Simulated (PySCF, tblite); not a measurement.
# P₂H₂: changes of charge, electronic excitations, EPR parameters

Aim: compute the changes of charge, electronic excitations, EPR parameters of P₂H₂ (`P=P`).

Programs: tblite 0.8.0 and PySCF 2.14.0, with routines of our own; each step states its level. All values are computed. Atoms count from 0.

### Step 1. The system as given

4 atoms, charge 0, multiplicity 1; geometry from: start built from the parent or by distance geometry.

### Step 2. Relaxing the molecule with GFN2-xTB

What the job is given:

```
{"job": {"kind": "relax", "xc": "GFN2-xTB", "basis": "xTB"}, "charge": 0, "multiplicity": 1}
P     -0.975800     0.618200     0.012100
P      0.982800     0.658300     0.003800
H     -1.680300    -0.645000    -0.026300
H      1.693800    -0.622000    -0.035300
```

On the command line:

```
$ OMP_NUM_THREADS=1 python redox_run.py task.json out
```

This one command runs all jobs of the session in turn.

What it wrote:

```text
step      E/eV     max force
  0    -163.46413    2.318
  1    -163.55741    0.665
  2    -163.57297    0.637
  3    -163.63093    1.126
  4    -163.69601    1.620
  5    -163.80373    1.398
  6    -163.84210    0.914
  7    -163.86148    0.140
  8    -163.86185    0.085
  9    -163.86253    0.082
 10    -163.86275    0.074
 11    -163.86293    0.038
 12    -163.86298    0.015
 13    -163.86299    0.008
```

Wall time 0.06 s (1 thread of Arm Neoverse N1, shared host).

The steps of the relaxation:

```tsv
step	energy from step 0 (eV)	largest force (eV/Å)
0	0.0000	2.3179
1	-0.0933	0.6646
2	-0.1088	0.6365
3	-0.1668	1.1261
4	-0.2319	1.6201
5	-0.3396	1.3977
6	-0.3780	0.9141
7	-0.3973	0.1401
8	-0.3977	0.0854
9	-0.3984	0.0824
10	-0.3986	0.0743
11	-0.3988	0.0383
12	-0.3988	0.0150
13	-0.3989	0.0083
```

Distances of close pairs at the start and the end, largest changes first:

```tsv
bond	before (Å)	after (Å)	change (Å)
P0–P1	1.959	2.028	+0.069
P1–H3	1.465	1.402	-0.063
P0–H2	1.447	1.403	-0.044
```

The end geometry stands in the next job.

### Step 3. Infrared spectrum with GFN2-xTB

What the job is given:

```
{"job": {"kind": "ir", "xc": "GFN2-xTB", "basis": "xTB"}, "charge": 0, "multiplicity": 1}
P     -1.013715     0.685769     0.012319
P      1.013996     0.700548     0.007163
H     -1.241766    -0.697695    -0.028142
H      1.261953    -0.679077    -0.037049
```

What it wrote:

```text
mode    cm-1     km/mol
  1     598.4      0.00
  2     683.5      0.04
  3     745.7      7.71
  4     803.2     11.56
  5    2183.4      3.17
  6    2218.0    292.27
ZPE 43.258  H(298)-E 54.366  G(298)-E -19.966 kJ/mol  S 249.31 J/(mol K)
```

It took 0.13 s on 1 thread of Arm Neoverse N1, shared host.

The strongest bands and the atoms that carry them (share of the mass-weighted mode):

```tsv
cm⁻¹	km/mol	atoms
746	7.7	H3 49 %, H2 48 %
803	11.6	H2 46 %, H3 45 %
2183	3.2	H2 51 %, H3 45 %
2218	292.3	H3 51 %, H2 45 %
```

### Step 4. Optimising the geometry at PBE0-D3(BJ)/ma-def2-SVP

What the job is given:

```
{"job": {"xc": "PBE0", "basis": "ma-def2-SVP", "d3": "d3bj", "grid": 1, "kind": "geom"}, "charge": 0, "multiplicity": 1}
P     -1.013715     0.685769     0.012319
P      1.013996     0.700548     0.007163
H     -1.241766    -0.697695    -0.028142
H      1.261953    -0.679077    -0.037049
```

What it wrote:

```text
step   0  E = -683.40160814  max force = 0.013234
step   1  E = -683.40237543  max force = 0.003003
step   2  E = -683.40242024  max force = 0.000259
step   3  E = -683.40242041  max force = 0.000033
optimisation converged
```

Wall time 4 s (1 thread of Arm Neoverse N1, shared host).

Step by step:

```tsv
step	energy from step 0 (eV)	largest force component (eV/Å)
0	0.0000	0.6805
1	-0.0209	0.1544
2	-0.0221	0.0133
3	-0.0221	0.0017
```

Distances of close pairs at the start and the end, largest changes first:

```tsv
bond	before (Å)	after (Å)	change (Å)
P1–H3	1.402	1.434	+0.031
P0–H2	1.403	1.434	+0.031
P0–P1	2.028	2.039	+0.011
```

The end geometry stands in the next job.

```tsv
at the end point	value
point group (found at 0.08 Å tolerance)	C2v
rotational constants (GHz, main isotopes)	129.6, 7.479, 7.071
dipole moment (D)	1.62
```

### Step 5. Harmonic vibrations (P₂H₂): PBE0-D3(BJ)/ma-def2-SVP

What the job is given:

```
{"job": {"xc": "PBE0", "basis": "ma-def2-SVP", "d3": "d3bj", "grid": 2, "kind": "hessian"}, "charge": 0, "multiplicity": 1}
P     -1.020271     0.700081     0.016022
P      1.018494     0.717787     0.005825
H     -1.246900    -0.714719    -0.027598
H      1.269072    -0.692920    -0.040083
```

What it wrote:

```text
coarse grid: 4488 points
cycle   1  E = -683.3267880140  dE = -2.261e-02  |g| = 7.443e-02  |ddm| = 1.949e+00
cycle   2  E = -683.3277036051  dE = -9.156e-04  |g| = 5.463e-02  |ddm| = 2.217e-01
cycle   3  E = -683.3288957979  dE = -1.192e-03  |g| = 1.070e-02  |ddm| = 9.935e-02
cycle   4  E = -683.3289393126  dE = -4.351e-05  |g| = 1.328e-03  |ddm| = 1.892e-02
cycle   5  E = -683.3289398920  dE = -5.795e-07  |g| = 3.788e-04  |ddm| = 2.224e-03
final grid: 34600 points
cycle   6  E = -683.4024237401  dE = -5.684e-06  |g| = 1.357e-03  |ddm| = 1.766e-02
cycle   7  E = -683.4024239571  dE = -2.170e-07  |g| = 1.132e-03  |ddm| = 4.255e-03
cycle   8  E = -683.4024244291  dE = -4.720e-07  |g| = 1.260e-04  |ddm| = 2.017e-03
cycle   9  E = -683.4024244348  dE = -5.738e-09  |g| = 3.913e-05  |ddm| = 2.190e-04
cycle  10  E = -683.4024244349  dE = -1.030e-10  |g| = 3.643e-05  |ddm| = 1.002e-04
cycle  11  E = -683.4024244355  dE = -5.608e-10  |g| = 1.713e-06  |ddm| = 5.046e-05
cycle  12  E = -683.4024244355  dE = -3.411e-13  |g| = 2.368e-07  |ddm| = 2.934e-06
converged SCF energy = -683.4024244355

mode    cm-1
  1     625.8
  2     706.1
  3     744.9
  4     847.1
  5    2362.6
  6    2389.2
ZPE 45.910  H(298)-E 56.925  G(298)-E -17.361 kJ/mol  S 249.16 J/(mol K)
```

Run time: 14 s. Hardware: 1 thread of Arm Neoverse N1, shared host; peak memory 0.63 GiB.

Zero-point energy 45.91 kJ/mol (xTB gave 43.26).

### Step 6. Single point (P₂H₂): wB97X-D3(BJ)/ma-def2-TZVP

Geometry: PBE0-D3(BJ)/ma-def2-SVP.

What the job is given:

```
{"job": {"kind": "sp", "xc": "wB97X", "basis": "ma-def2-TZVP", "d3": "d3bj", "grid": 2}, "charge": 0, "multiplicity": 1}
P     -1.020271     0.700081     0.016022
P      1.018494     0.717787     0.005825
H     -1.246900    -0.714719    -0.027598
H      1.269072    -0.692920    -0.040083
```

What it wrote:

```text
coarse grid: 4488 points
cycle   1  E = -683.9119527709  dE = -1.053e-01  |g| = 1.730e-01  |ddm| = 1.512e+00
cycle   2  E = -683.9202232169  dE = -8.270e-03  |g| = 6.913e-02  |ddm| = 1.489e-01
cycle   3  E = -683.9213010561  dE = -1.078e-03  |g| = 1.219e-02  |ddm| = 6.028e-02
cycle   4  E = -683.9214305723  dE = -1.295e-04  |g| = 2.743e-03  |ddm| = 2.518e-02
cycle   5  E = -683.9214372310  dE = -6.659e-06  |g| = 8.161e-04  |ddm| = 6.659e-03
final grid: 34600 points
cycle   6  E = -683.9244599924  dE = -8.402e-06  |g| = 8.977e-04  |ddm| = 9.858e-03
cycle   7  E = -683.9244602368  dE = -2.444e-07  |g| = 3.634e-04  |ddm| = 1.438e-03
cycle   8  E = -683.9244602716  dE = -3.477e-08  |g| = 9.805e-05  |ddm| = 5.203e-04
cycle   9  E = -683.9244602757  dE = -4.143e-09  |g| = 2.321e-05  |ddm| = 1.479e-04
converged SCF energy = -683.9244602757
```

Run time: 2.7 s. Hardware: 1 thread of Arm Neoverse N1, shared host.

The fields below are evaluated on a grid from the run's orbitals.

Frontier orbitals at wB97X/ma-def2-TZVP, with the share of their density that lies nearest to each atom:

```tsv
orbital	energy (eV)	lies on
HOMO	-9.99	P0, P1 about 45 % each
LUMO	-1.06	P0, P1 about 42 % each; H2, H3 about 8 % each
```

ELF in a plane through or near 4 of the atoms.

Ten even steps from ' ' (0.00) to '@' (1.00):
```
                                                        
              ......                ......              
        ..--**####**==..        ..--**####**--..        
      ..==##%%@@@@%%**--      ..--**%%@@@@%%##==..      
      --##@@@@@@@@@@%%++::....::++%%@@@@@@@@@@##--      
    ..**%%@@@@@@@@%%##**++====++**##@@@@@@@@@@%%**..    
    ::**%%@@@@@@##::..::++####++....::##@@@@@@%%**::    
    ..==##%%@@##..##**==--%%%%--==##%%::##@@%%##==..    
      ::++####**..**##==--%%%%----%%%%..**####++::      
      ..::==****--::::..++####==..::::==****==::..      
        ..--**%%@@@@@@##==----==##@@@@@@%%**--..        
        ..==%%@@@@@@@@%%==....==%%@@@@@@@@%%==..        
        ..**@@@@@@@@@@@@--    ==@@@@@@@@@@@@**..        
        ..**@@@@@@@@@@%%::    --@@@@@@@@@@@@**..        
          ==%%@@@@@@@@##..    ..##@@@@@@@@%%==          
            ::++####++::        ..++####++::            
                ....                ....                
                                                        
                                                        
                                                        
```
The map spans 7.7 Å across and 6.6 Å up, centred on the molecule. Atoms in the plane (x, y in Å): P0 (1.0, 0.7), P1 (-1.0, 0.7), H2 (1.3, -0.7), H3 (-1.3, -0.7).

log10 of the density (e/Å³) in the same plane.

Values, 10 rows by 14 columns:
```
-4.0 -3.8 -3.3 -2.9 -2.7 -2.8 -3.0 -3.0 -2.9 -2.7 -2.8 -3.1 -3.5 -4.0
-3.7 -3.0 -2.4 -2.0 -1.7 -1.7 -1.9 -2.0 -1.8 -1.6 -1.8 -2.2 -2.7 -3.4
-3.3 -2.6 -1.9 -1.2 -0.8 -0.8 -1.0 -1.1 -0.9 -0.7 -1.0 -1.5 -2.2 -3.0
-3.1 -2.3 -1.4 -0.6 -0.1  0.2 -0.2 -0.3 -0.1  0.1 -0.3 -1.0 -1.8 -2.7
-3.1 -2.3 -1.4 -0.6  0.2  1.8  0.0  0.0  0.7  1.3 -0.3 -1.0 -1.8 -2.7
-3.4 -2.6 -1.7 -0.8 -0.1  0.0 -0.4 -0.6 -0.2  0.1 -0.4 -1.2 -2.1 -3.0
-3.7 -2.9 -2.0 -1.0 -0.1 -0.1 -0.9 -1.1 -0.5  0.2 -0.5 -1.5 -2.4 -3.3
-4.0 -3.3 -2.5 -1.7 -1.2 -1.2 -1.7 -1.9 -1.4 -1.2 -1.4 -2.1 -2.9 -3.8
-4.0 -4.0 -3.3 -2.8 -2.4 -2.5 -2.8 -2.9 -2.6 -2.4 -2.6 -3.0 -3.7 -4.0
-4.0 -4.0 -4.0 -3.9 -3.7 -3.7 -3.9 -4.0 -3.8 -3.7 -3.8 -4.0 -4.0 -4.0
```
The map spans 7.7 Å across and 6.6 Å up, centred on the molecule. Atoms in the plane (x, y in Å): P0 (1.0, 0.7), P1 (-1.0, 0.7), H2 (1.3, -0.7), H3 (-1.3, -0.7).

On the surface of density 0.002 e/bohr³ the electrostatic potential runs, from the 1st to the 99th percentile, from -0.49 V near P1 to 0.81 V near H3.

### Step 7. Single point (P₂H₂− (doublet)): wB97X-D3(BJ)/ma-def2-TZVP

Geometry: PBE0-D3(BJ)/ma-def2-SVP, that of another charge or spin state.

What the job is given:

```
{"job": {"kind": "sp", "xc": "wB97X", "basis": "ma-def2-TZVP", "d3": "d3bj", "grid": 2}, "charge": -1, "multiplicity": 2}
P     -1.020271     0.700081     0.016022
P      1.018494     0.717787     0.005825
H     -1.246900    -0.714719    -0.027598
H      1.269072    -0.692920    -0.040083
```

What it wrote:

```text
final grid: 34600 points
cycle   1  E = -683.9597342641  dE = -1.875e-02  |g| = 9.766e-02  |ddm| = 4.697e-01
cycle   2  E = -683.9631542314  dE = -3.420e-03  |g| = 6.405e-02  |ddm| = 1.992e-01
cycle   3  E = -683.9649778733  dE = -1.824e-03  |g| = 5.645e-03  |ddm| = 5.696e-02
cycle   4  E = -683.9650575935  dE = -7.972e-05  |g| = 2.493e-03  |ddm| = 2.747e-02
cycle   5  E = -683.9650753544  dE = -1.776e-05  |g| = 7.343e-04  |ddm| = 1.786e-02
cycle   6  E = -683.9650768218  dE = -1.467e-06  |g| = 2.452e-04  |ddm| = 5.812e-03
cycle   7  E = -683.9650770151  dE = -1.932e-07  |g| = 6.736e-05  |ddm| = 2.484e-03
cycle   8  E = -683.9650770274  dE = -1.237e-08  |g| = 3.013e-05  |ddm| = 3.771e-04
cycle   9  E = -683.9650770301  dE = -2.706e-09  |g| = 9.739e-06  |ddm| = 1.385e-04
converged SCF energy = -683.9650770301
```

It took 3.4 s on 1 thread of Arm Neoverse N1, shared host.

### Step 8. Relaxing the molecule with GFN2-xTB

This step treats P₂H₂− (doublet), labelled `[PH][PH-]` (the label fixes atoms and charge, not where charge and spin sit).

What the job is given:

```
{"job": {"kind": "relax", "xc": "GFN2-xTB", "basis": "xTB"}, "charge": -1, "multiplicity": 2}
P     -1.004000     0.694000     0.010700
P      1.007800     0.726400    -0.017200
H     -1.229500    -0.722300    -0.024400
H      1.266600    -0.678300    -0.060700
```

What it wrote:

```text
step      E/eV     max force
  0    -169.53486    2.573
  1    -169.66032    0.650
  2    -169.67363    0.129
  3    -169.67421    0.055
  4    -169.67430    0.035
  5    -169.67437    0.030
  6    -169.67440    0.030
  7    -169.67451    0.038
  8    -169.67457    0.034
  9    -169.67460    0.017
 10    -169.67461    0.014
 11    -169.67462    0.018
 12    -169.67464    0.017
 13    -169.67465    0.010
```

Run time: 0.06 s. Hardware: 1 thread of Arm Neoverse N1, shared host.

The steps of the relaxation:

```tsv
step	energy from step 0 (eV)	largest force (eV/Å)
0	0.0000	2.5733
1	-0.1255	0.6498
2	-0.1388	0.1287
3	-0.1393	0.0552
4	-0.1394	0.0345
5	-0.1395	0.0301
6	-0.1395	0.0302
7	-0.1396	0.0376
8	-0.1397	0.0345
9	-0.1397	0.0171
10	-0.1397	0.0139
11	-0.1398	0.0177
12	-0.1398	0.0173
13	-0.1398	0.0100
```

Close pairs (by a distance rule), those that changed most:

```tsv
bond	before (Å)	after (Å)	change (Å)
P0–P1	2.012	2.102	+0.089
P0–H2	1.435	1.380	-0.055
P1–H3	1.429	1.380	-0.049
```

The final coordinates are the input of the step that follows.

### Step 9. Infrared spectrum with GFN2-xTB

What the job is given:

```
{"job": {"kind": "ir", "xc": "GFN2-xTB", "basis": "xTB"}, "charge": -1, "multiplicity": 2}
P     -1.050947     0.671877     0.010927
P      1.050314     0.705003    -0.018518
H     -1.210923    -0.697958    -0.024116
H      1.252419    -0.659147    -0.059836
```

What it wrote:

```text
mode    cm-1     km/mol
  1     224.2      0.00
  2     587.1      0.00
  3     747.9      1.43
  4     790.9     24.82
  5    2260.7     76.60
  6    2295.8    553.65
ZPE 41.311  H(298)-E 53.504  G(298)-E -24.715 kJ/mol  S 262.35 J/(mol K)
```

It took 0.14 s on 1 thread of Arm Neoverse N1, shared host.

The strongest bands and the atoms that carry them (share of the mass-weighted mode):

```tsv
cm⁻¹	km/mol	atoms
748	1.4	H2 50 %, H3 50 %
791	24.8	H3 46 %, H2 46 %
2261	76.6	H3 49 %, H2 48 %
2296	553.6	H2 49 %, H3 48 %
```

### Step 10. Geometry optimisation at PBE0-D3(BJ)/ma-def2-SVP

This step treats P2H2− (doublet), labelled `[PH][PH-]` (the label fixes atoms and charge, not where charge and spin sit).

What the job is given:

```
{"job": {"xc": "PBE0", "basis": "ma-def2-SVP", "d3": "d3bj", "grid": 1, "kind": "geom"}, "charge": -1, "multiplicity": 2}
P     -1.050947     0.671877     0.010927
P      1.050314     0.705003    -0.018518
H     -1.210923    -0.697958    -0.024116
H      1.252419    -0.659147    -0.059836
```

What it wrote:

```text
step   0  E = -683.44352645  max force = 0.025652
step   1  E = -683.44739854  max force = 0.004633
step   2  E = -683.44752219  max force = 0.000804
step   3  E = -683.44752690  max force = 0.000034
optimisation converged
```

Run time: 5.7 s. Hardware: 1 thread of Arm Neoverse N1, shared host.

Step by step:

```tsv
step	energy from step 0 (eV)	largest force component (eV/Å)
0	0.0000	1.3191
1	-0.1054	0.2382
2	-0.1087	0.0413
3	-0.1089	0.0017
```

Distances of close pairs at the start and the end, largest changes first:

```tsv
bond	before (Å)	after (Å)	change (Å)
P0–H2	1.380	1.439	+0.060
P1–H3	1.380	1.439	+0.060
P0–P1	2.102	2.160	+0.058
```

The next job starts from the end point, and lists it.

```tsv
at the end point	value
point group (found at 0.08 Å tolerance)	C2v
rotational constants (GHz, main isotopes)	128.0, 6.678, 6.347
⟨S²⟩	0.755
```

### Step 11. Harmonic vibrations (P2H2− (doublet), [PH][PH-]): PBE0-D3(BJ)/ma-def2-SVP

What the job is given:

```
{"job": {"xc": "PBE0", "basis": "ma-def2-SVP", "d3": "d3bj", "grid": 2, "kind": "hessian"}, "charge": -1, "multiplicity": 2}
P     -1.080244     0.698106     0.015032
P      1.079167     0.733641    -0.019683
H     -1.279854    -0.726831    -0.021904
H      1.324101    -0.684021    -0.063538
```

What it wrote:

```text
coarse grid: 4488 points
cycle   1  E = -683.3446974223  dE = -1.437e-01  |g| = 1.601e-01  |ddm| = 1.395e+00
cycle   2  E = -683.3487232203  dE = -4.026e-03  |g| = 1.784e-01  |ddm| = 8.164e-01
cycle   3  E = -683.3743473438  dE = -2.562e-02  |g| = 1.164e-02  |ddm| = 3.457e-01
cycle   4  E = -683.3744429299  dE = -9.559e-05  |g| = 5.332e-03  |ddm| = 3.066e-02
cycle   5  E = -683.3744671005  dE = -2.417e-05  |g| = 9.223e-04  |ddm| = 9.480e-03
cycle   6  E = -683.3744681093  dE = -1.009e-06  |g| = 4.056e-04  |ddm| = 2.810e-03
final grid: 34600 points
cycle   7  E = -683.4475333490  dE = -5.849e-06  |g| = 1.197e-03  |ddm| = 1.270e-02
cycle   8  E = -683.4475334782  dE = -1.291e-07  |g| = 1.161e-03  |ddm| = 4.465e-03
cycle   9  E = -683.4475345203  dE = -1.042e-06  |g| = 1.168e-04  |ddm| = 2.290e-03
cycle  10  E = -683.4475345321  dE = -1.177e-08  |g| = 2.910e-05  |ddm| = 2.116e-04
cycle  11  E = -683.4475345332  dE = -1.107e-09  |g| = 1.791e-05  |ddm| = 1.058e-04
cycle  12  E = -683.4475345334  dE = -2.636e-10  |g| = 5.067e-06  |ddm| = 3.460e-05
cycle  13  E = -683.4475345335  dE = -3.126e-11  |g| = 1.497e-06  |ddm| = 1.515e-05
converged SCF energy = -683.4475345335

mode    cm-1
  1     284.8
  2     503.6
  3     691.6
  4     804.4
  5    2300.2
  6    2334.5
ZPE 41.386  H(298)-E 53.545  G(298)-E -24.673 kJ/mol  S 262.34 J/(mol K)
```

Run time: 28 s. Hardware: 1 thread of Arm Neoverse N1, shared host; peak memory 0.67 GiB.

Zero-point energy 41.39 kJ/mol (xTB gave 41.31).

### Step 12. Single point (P₂H₂): wB97X-D3(BJ)/ma-def2-TZVP

Geometry: PBE0-D3(BJ)/ma-def2-SVP, that of another charge or spin state.

What the job is given:

```
{"job": {"kind": "sp", "xc": "wB97X", "basis": "ma-def2-TZVP", "d3": "d3bj", "grid": 2}, "charge": 0, "multiplicity": 1}
P     -1.080244     0.698106     0.015032
P      1.079167     0.733641    -0.019683
H     -1.279854    -0.726831    -0.021904
H      1.324101    -0.684021    -0.063538
```

What it wrote:

```text
coarse grid: 4488 points
cycle   1  E = -683.9028572302  dE = -2.236e-01  |g| = 1.799e-01  |ddm| = 1.480e+00
cycle   2  E = -683.9114424280  dE = -8.585e-03  |g| = 7.280e-02  |ddm| = 1.618e-01
cycle   3  E = -683.9125626231  dE = -1.120e-03  |g| = 1.204e-02  |ddm| = 6.079e-02
cycle   4  E = -683.9126961132  dE = -1.335e-04  |g| = 2.462e-03  |ddm| = 2.617e-02
cycle   5  E = -683.9127022054  dE = -6.092e-06  |g| = 6.556e-04  |ddm| = 6.780e-03
final grid: 34600 points
cycle   6  E = -683.9154396804  dE = -7.882e-06  |g| = 9.098e-04  |ddm| = 9.579e-03
cycle   7  E = -683.9154399271  dE = -2.468e-07  |g| = 4.187e-04  |ddm| = 1.422e-03
cycle   8  E = -683.9154399728  dE = -4.569e-08  |g| = 9.014e-05  |ddm| = 5.465e-04
cycle   9  E = -683.9154399764  dE = -3.583e-09  |g| = 2.596e-05  |ddm| = 1.533e-04
converged SCF energy = -683.9154399764
```

It took 1.6 s on 1 thread of Arm Neoverse N1, shared host.

### Step 13. Single point (P₂H₂− (doublet), [PH][PH-]): wB97X-D3(BJ)/ma-def2-TZVP

Geometry: PBE0-D3(BJ)/ma-def2-SVP.

What the job is given:

```
{"job": {"kind": "sp", "xc": "wB97X", "basis": "ma-def2-TZVP", "d3": "d3bj", "grid": 2}, "charge": -1, "multiplicity": 2}
P     -1.080244     0.698106     0.015032
P      1.079167     0.733641    -0.019683
H     -1.279854    -0.726831    -0.021904
H      1.324101    -0.684021    -0.063538
```

What it wrote:

```text
final grid: 34600 points
cycle   1  E = -683.9621349866  dE = -1.932e-02  |g| = 9.618e-02  |ddm| = 4.405e-01
cycle   2  E = -683.9655424656  dE = -3.407e-03  |g| = 6.146e-02  |ddm| = 1.876e-01
cycle   3  E = -683.9672091606  dE = -1.667e-03  |g| = 5.562e-03  |ddm| = 5.361e-02
cycle   4  E = -683.9672853860  dE = -7.623e-05  |g| = 2.396e-03  |ddm| = 2.331e-02
cycle   5  E = -683.9673009307  dE = -1.554e-05  |g| = 6.729e-04  |ddm| = 1.426e-02
cycle   6  E = -683.9673020858  dE = -1.155e-06  |g| = 2.233e-04  |ddm| = 4.323e-03
cycle   7  E = -683.9673022375  dE = -1.517e-07  |g| = 5.856e-05  |ddm| = 1.830e-03
cycle   8  E = -683.9673022464  dE = -8.993e-09  |g| = 2.581e-05  |ddm| = 2.714e-04
converged SCF energy = -683.9673022464
```

Run time: 4.3 s. Hardware: 1 thread of Arm Neoverse N1, shared host.

### Step 14. Single point (P2H2): wB97X-D3(BJ)/ma-def2-TZVP in dichloromethane

Geometry: PBE0-D3(BJ)/ma-def2-SVP.

What the job is given:

```
{"job": {"kind": "sp", "xc": "wB97X", "basis": "ma-def2-TZVP", "d3": "d3bj", "grid": 2, "solvent": "dichloromethane"}, "charge": 0, "multiplicity": 1}
P     -1.020271     0.700081     0.016022
P      1.018494     0.717787     0.005825
H     -1.246900    -0.714719    -0.027598
H      1.269072    -0.692920    -0.040083
```

What it wrote:

```text
final grid: 34600 points
cycle   1  E = -683.9262001478  dE = -2.644e-04  |g| = 7.446e-03  |ddm| = 5.522e-02
cycle   2  E = -683.9262301853  dE = -3.004e-05  |g| = 2.614e-03  |ddm| = 2.213e-02
cycle   3  E = -683.9262344934  dE = -4.308e-06  |g| = 1.026e-03  |ddm| = 7.300e-03
cycle   4  E = -683.9262355199  dE = -1.027e-06  |g| = 2.196e-04  |ddm| = 5.261e-03
cycle   5  E = -683.9262355525  dE = -3.256e-08  |g| = 4.535e-05  |ddm| = 8.194e-04
cycle   6  E = -683.9262355545  dE = -2.028e-09  |g| = 6.640e-06  |ddm| = 1.813e-04
converged SCF energy = -683.9262355545
```

Wall time 1.7 s (1 thread of Arm Neoverse N1, shared host).

### Step 15. Single point (P₂H₂− (doublet), [PH][PH-]): wB97X-D3(BJ)/ma-def2-TZVP in dichloromethane

Geometry: PBE0-D3(BJ)/ma-def2-SVP.

What the job is given:

```
{"job": {"kind": "sp", "xc": "wB97X", "basis": "ma-def2-TZVP", "d3": "d3bj", "grid": 2, "solvent": "dichloromethane"}, "charge": -1, "multiplicity": 2}
P     -1.080244     0.698106     0.015032
P      1.079167     0.733641    -0.019683
H     -1.279854    -0.726831    -0.021904
H      1.324101    -0.684021    -0.063538
```

What it wrote:

```text
final grid: 34600 points
cycle   1  E = -684.0454019490  dE = -1.746e-03  |g| = 1.397e-02  |ddm| = 1.537e-01
cycle   2  E = -684.0455958918  dE = -1.939e-04  |g| = 6.504e-03  |ddm| = 5.420e-02
cycle   3  E = -684.0456254555  dE = -2.956e-05  |g| = 1.722e-03  |ddm| = 1.360e-02
cycle   4  E = -684.0456309303  dE = -5.475e-06  |g| = 3.081e-04  |ddm| = 1.176e-02
cycle   5  E = -684.0456311190  dE = -1.887e-07  |g| = 7.897e-05  |ddm| = 1.959e-03
cycle   6  E = -684.0456311372  dE = -1.822e-08  |g| = 1.649e-05  |ddm| = 5.160e-04
cycle   7  E = -684.0456311377  dE = -5.410e-10  |g| = 4.874e-06  |ddm| = 8.503e-05
converged SCF energy = -684.0456311377
```

Wall time 3 s (1 thread of Arm Neoverse N1, shared host).

(Part 1 of 2 ends here.)
